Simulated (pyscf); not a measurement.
# Four-centre exchange: H₂S + Cl–Ge(Cl)(Cl)–Cl → HS–Ge(Cl)(Cl)–Cl + hydrogen chloride (HCl)

Gas phase, singlet surface, charge 0. Bonds broken: S1–H2, Cl4–Ge5. Bonds formed: S1–Ge5, H2–Cl4. Single points on ωB97X-D3(BJ)/def2-SVP structures (PySCF, gas phase).

Transition state (Å):

```xyz
8

S     -0.1251     1.5547     0.2358
H     -0.1438     0.8794    -1.1175
H      1.1650     1.2914     0.5360
Cl    -0.6257    -0.6017    -1.7795
Ge    -0.7928    -0.6586     0.7302
Cl     0.7381    -2.1435     0.6957
Cl    -2.8533    -1.1374     0.5149
Cl    -0.7587    -0.2366     2.8685
```

One imaginary mode, 702i cm⁻¹; descent along it reached the two sides named.

| bond | change | reactant side (Å) | saddle | product side |
|---|---|---|---|---|
| S1–H2 | breaks | 1.346 | 1.513 | 2.536 |
| Cl4–Ge5 | breaks | 2.115 | 2.516 | 3.9 |
| S1–Ge5 | forms | 3.7 | 2.364 | 2.194 |
| H2–Cl4 | forms | 3.6 | 1.692 | 1.288 |

Electronic energies relative to the separated reactants (kcal/mol):

```json
[
 {"level": "ωB97X-D3(BJ)/def2-TZVP", "barrier": "29.8", "reaction energy": "+3.5", "reverse barrier": "26.3"},
 {"level": "PBE/def2-TZVP", "barrier": "25.1", "reaction energy": "+3.8", "reverse barrier": "21.4"},
 {"level": "r²SCAN/def2-TZVP", "barrier": "27.2", "reaction energy": "+4.3", "reverse barrier": "22.9"},
 {"level": "B3LYP-D3(BJ)/def2-TZVP", "barrier": "29.0", "reaction energy": "+4.0", "reverse barrier": "25.0"},
 {"level": "PBE0-D3(BJ)/def2-TZVP", "barrier": "26.8", "reaction energy": "+3.5", "reverse barrier": "23.3"},
 {"level": "M06-2X/def2-TZVP", "barrier": "32.8", "reaction energy": "+5.2", "reverse barrier": "27.5"},
 {"level": "ωB97M-D3(BJ)/def2-TZVP", "barrier": "33.5", "reaction energy": "+4.4", "reverse barrier": "29.1"},
 {"level": "HF/def2-TZVP", "barrier": "56.5", "reaction energy": "+6.7", "reverse barrier": "49.8"}
]
```

With ωB97M-D3(BJ)/def2-TZVP energies and thermal terms (ideal gas, 1 atm, RRHO with modes under 100 cm⁻¹ raised to 100, one conformer, R ln 2 for chiral ones without a mode under 150 cm⁻¹), in kcal/mol:

```json
[
 {"T (K)": "298", "ΔH‡": "32.5", "ΔG‡": "42.7", "ΔH": "+4.5", "ΔG": "+3.3"},
 {"T (K)": "600", "ΔH‡": "33.0", "ΔG‡": "52.9", "ΔH": "+4.9", "ΔG": "+1.9"},
 {"T (K)": "900", "ΔH‡": "33.7", "ΔG‡": "62.7", "ΔH": "+5.3", "ΔG": "+0.3"},
 {"T (K)": "1200", "ΔH‡": "34.6", "ΔG‡": "72.3", "ΔH": "+5.6", "ΔG": "-1.5"}
]
```

This is the saddle that the search found; another between the same sides may lie lower. Elements up to Kr have no core potential and no relativistic terms here.
